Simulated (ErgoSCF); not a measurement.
# AlH2S (SMILES [AlH][SH]) at 6 levels

We compute a comparison of 6 runs (UHF/STO-3G, UHF/3-21G, UHF/def2-SVP, UHF/6-31+G*, UB3LYP/6-31G*, UPBE0/def2-SVP) of AlH2S. 

Program for the calculation: ErgoSCF 3.8.

9 further runs of the same task are left out: 6 that didn't finish, 3 set aside as unsound or not needed.

## Step 1: The structure to begin with

The species is AlH2S (4 atoms), meant as a doublet with charge 0. As SMILES, `[AlH][SH]`. Geometry: a GFN2-xTB relaxation, a rough one for these elements and not checked as a minimum.

Bond lengths: Al1–S2 2.218 Å, Al1–H3 1.573 Å, S2–H4 1.329 Å. Angles: Al1–S2–H4 93.0°, S2–Al1–H3 118.4°.

## Step 2: The energy at UHF/STO-3G (run 1)

molecule.xyz

```xyz
4
AlH2S
Al     0.020450    -1.017690    -0.287090
S      0.929090     0.997900    -0.109060
H     -0.780810    -1.587390     0.940650
H     -0.168730     1.607180    -0.544510
```

job.ego

```
set_nthreads(1)
molecule "molecule.xyz"
tmpdir = "."
scf.max_number_of_iterations = 120
spin_polarization = 1
scf.use_diagonalization = 1
scf.output_mulliken_pop = 1
basis = "STO-3G"
run "HF"
```

The basis set STO-3G is read from a file made from the Basis Set Exchange's data (not shown).

On the command line:

```bash
$ ergo < job.ego
```

Output:

```text
[...]
INSC SCF_general constructor, number of basis functions: 20
[...]
INSC Energy   1 =       -572.39252218914
[...]
INDE E_LUMO =          0.25854891388
[...]
INSC Energy  15 =       -633.30120477416  ( diff     -0.000000000014552 )
[...]
RESC CONVERGED after  15 iterations.
RESC FINAL ENERGY:       -633.30120477416
RESC FINAL <S2> =          0.75726824942
[...]
INSC SCF: dipole_moment_x [atomic units] =      -0.36737218
INSC SCF: dipole_moment_y [atomic units] =      -0.83393049
INSC SCF: dipole_moment_z [atomic units] =      -0.60600342
[...]
```

It took 2.5 s on 1 thread of Arm Neoverse N1, shared host.

## Step 3: The energy at UHF/3-21G (run 2)

mol.xyz

```xyz
4
AlH2S
Al     0.020450    -1.017690    -0.287090
S      0.929090     0.997900    -0.109060
H     -0.780810    -1.587390     0.940650
H     -0.168730     1.607180    -0.544510
```

job.ego

```
# single point, AlH2S
set_nthreads("env")
tmpdir = "."
scf.use_diagonalization = 1
scf.max_number_of_iterations = 120
scf.output_mulliken_pop = 1
basis = "3-21G"
spin_polarization = 1
molecule "mol.xyz"
run "HF"
```

The basis set 3-21G is read from a file made from the Basis Set Exchange's data (not shown).

On the command line:

```bash
$ ergo < job.ego
```

Output:

```text
[...]
INSC SCF_general constructor, number of basis functions: 30
[...]
INSC Energy   1 =       -440.75846589891
[...]
INDE E_LUMO =          0.02333759151
[...]
INSC Energy  20 =       -637.29772027462  ( diff     -0.000000000015461 )
[...]
RESC CONVERGED after  20 iterations.
RESC FINAL ENERGY:       -637.29772027462
RESC FINAL <S2> =          0.75462302500
[...]
INSC SCF: dipole_moment_x [atomic units] =      -0.71889042
INSC SCF: dipole_moment_y [atomic units] =      -0.70558958
INSC SCF: dipole_moment_z [atomic units] =      -0.37470198
[...]
```

Run time: 3.6 s. Hardware: 1 thread of Arm Neoverse N1, shared host.

Runs 3 to 4 aren't shown in full; the table further down has their settings and results.

## Step 4: A single-point energy at UB3LYP/6-31G(d) (spherical functions) (run 5)

input.ego

```
set_nthreads(1)
molecule_inline Angstrom
Al       0.020450      -1.017690      -0.287090
S        0.929090       0.997900      -0.109060
H       -0.780810      -1.587390       0.940650
H       -0.168730       1.607180      -0.544510
EOF
tmpdir = "."
XC.radint = 1e-11
scf.use_diagonalization = 1
scf.max_number_of_iterations = 120
scf.output_mulliken_pop = 1
basis = "6-31G*"
XC.sparse_mode = 0
XC.angint = 41
spin_polarization = 1
run "B3LYP-G"
```

The basis set 6-31G* is read from a file made from the Basis Set Exchange's data (not shown).

On the command line:

```bash
$ ergo < input.ego
```

Output:

```text
[...]
INDF Weighted mixed functional:
[...]
INSC Energy   1 =       -366.37824258988
[...]
INDE E_LUMO =         -0.09993710729
[...]
INSC Energy  18 =       -641.80179188296  ( diff     -0.000000000000455 )
[...]
RESC CONVERGED after  18 iterations.
RESC FINAL ENERGY:       -641.80179188296
RESC FINAL <S2> =          0.75227170907
[...]
INSC SCF: dipole_moment_x [atomic units] =      -0.47419166
INSC SCF: dipole_moment_y [atomic units] =      -0.28855119
INSC SCF: dipole_moment_z [atomic units] =      -0.19950958
[...]
```

Run time: 21 s. Hardware: 1 thread of Arm Neoverse N1, shared host.

## Step 5: The energy at UPBE0/def2-SVP (run 6)

input.xyz

```xyz
4

Al     0.020450    -1.017690    -0.287090
S      0.929090     0.997900    -0.109060
H     -0.780810    -1.587390     0.940650
H     -0.168730     1.607180    -0.544510
```

input.ego

```
# single point, AlH2S
set_nthreads("env")
tmpdir = "."
spin_polarization = 1
scf.use_diagonalization = 1
XC.sparse_mode = 0
scf.max_number_of_iterations = 120
charge = 0
XC.angint = 41
XC.radint = 1e-11
scf.output_mulliken_pop = 1
basis = "def2-SVP"
molecule "input.xyz"
run "PBE0"
```

The basis set def2-SVP is read from a file made from the Basis Set Exchange's data (not shown).

On the command line:

```bash
$ ergo input.ego
```

Output:

```text
[...]
INDF Weighted mixed functional:
[...]
INSC Energy   1 =       -332.84800340813
[...]
INDE E_LUMO =         -0.08619282499
[...]
INSC Energy  18 =       -641.34379792692  ( diff     -0.000000000010004 )
[...]
RESC CONVERGED after  18 iterations.
RESC FINAL ENERGY:       -641.34379792692
RESC FINAL <S2> =          0.75225977425
[...]
INSC SCF: dipole_moment_x [atomic units] =      -0.41512412
INSC SCF: dipole_moment_y [atomic units] =      -0.19562995
INSC SCF: dipole_moment_z [atomic units] =      -0.23922023
[...]
```

Run time: 20 s. Hardware: 1 thread of Arm Neoverse N1, shared host.

## Step 6: All runs side by side

| run | level | integration grid | radint | energy (Eh) | dipole moment (D) | ⟨S²⟩ | wall time |
| --- | --- | --- | --- | --- | --- | --- | --- |
| 1 | UHF/STO-3G | – | – | -633.301205 | 2.78 | 0.757 | 2.5 s |
| 2 | UHF/3-21G | – | – | -637.297720 | 2.73 | 0.755 | 3.6 s |
| 3 | UHF/def2-SVP | – | – | -640.405482 | 1.64 | 0.755 | 15 s |
| 4 | UHF/6-31+G* (spherical functions) | – | – | -640.572643 | 1.98 | 0.755 | 24 s |
| 5 | UB3LYP/6-31G* (spherical functions) | Turbo | 1e-11 | -641.801792 | 1.50 | 0.752 | 21 s |
| 6 | UPBE0/def2-SVP | Turbo | 1e-11 | -641.343798 | 1.32 | 0.752 | 20 s |

## Step 7: Outcome

```
            quantity          value
 run 6: total energy  -641.34380 Eh
run 6: dipole moment         1.32 D
         run 6: ⟨S²⟩          0.752
```

The dipole moment (its size) runs from 1.32 D (UPBE0/def2-SVP) to 2.78 D (UHF/STO-3G). The two ends differ in method and basis. Totals of different functionals can't be ranked against each other. In run 1 the basis is minimal, so the values are rough. All runs together took 85 s, the longest 24 s.
